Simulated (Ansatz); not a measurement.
Reaction (SMILES): [N]=O (N-O) → NO+ (singlet, bonded as O=[N]) + e-
B3LYP-D3(BJ)/def2-TZVP geometries, fixed; electronic energies without zero-point terms.
Largest species:
```
N
O 1 1.1449
```
Charge 0, spin multiplicity 2.

The adiabatic ionisation energy at MP2 with Ansatz (a program for electronic structure), in eV, split into its Hartree-Fock and correlation parts. Cores are frozen. Open shells are unrestricted. No added dispersion term, no relativity. Functions are those of the species that has most.

```csv
basis,X,functions,Hartree-Fock,MP2
cc-pVDZ,2,28,9.055,8.553
cc-pVTZ,3,60,8.999,8.792
cc-pVQZ,4,110,8.987,8.859
cc-pV5Z,5,182,8.990,8.896
```

Worked estimate of the basis-set limit from each neighbouring pair, with Hartree-Fock from the larger set and the correlation part extrapolated as X^-3.
Correlation parts: X = 2: -0.502, X = 3: -0.207, X = 4: -0.128, X = 5: -0.094.
- (2,3): (27·(-0.207) - 8·(-0.502))/19 = -0.083; with Hartree-Fock 8.999 the estimate is 8.916 eV.
- (3,4): (64·(-0.128) - 27·(-0.207))/37 = -0.070; with Hartree-Fock 8.987 the estimate is 8.917 eV.
- (4,5): (125·(-0.094) - 64·(-0.128))/61 = -0.058; with Hartree-Fock 8.990 the estimate is 8.932 eV.
The last two estimates differ by 0.015 eV; the largest set lies 0.036 from the last. Over the last step Hartree-Fock moves by 0.003 and the correlation part by 0.034.
